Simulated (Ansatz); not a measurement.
A calculation with Ansatz (development build ahead of 0.2.0).

```yaml
crystal:
  periodic: [false, false, false]
  atoms:
    - { symbol: H, position_ang: [0.0, 0.0, -1.05] }
    - { symbol: C, position_ang: [0.0, 0.0, 0.0] }
    - { symbol: C, position_ang: [0.0, 0.0, 2.44] }
basis:
  gaussian: { orbitals: "6-31G" }
magnetization:
  spin_polarized: true
  initial_magnetization: 1
hamiltonian:
  xc: pbe
scf:
  omitted_lower_state_checks: [starts, atomic_configurations, cluster_reference, orbital_swaps, given_window_search, neighbouring_geometries, increment]
output:
  forces: true
```

The input is written out in the form of the current development build from the run's settings.

The run gave:

| Quantity | Value |
| --- | --- |
| Converged | yes |
| Total energy | -76.22832 hartree |
| Spin squared of the determinant | 1.728 |
| Stability test | minimum |

Forces (eV/Å):
```
atom     Fx     Fy      Fz
  H1  0.000  0.000  -2.484
  C2  0.000  0.000   5.820
  C3  0.000  0.000  -3.337
```

Caution: the unrestricted determinant is a mixture of spin states.
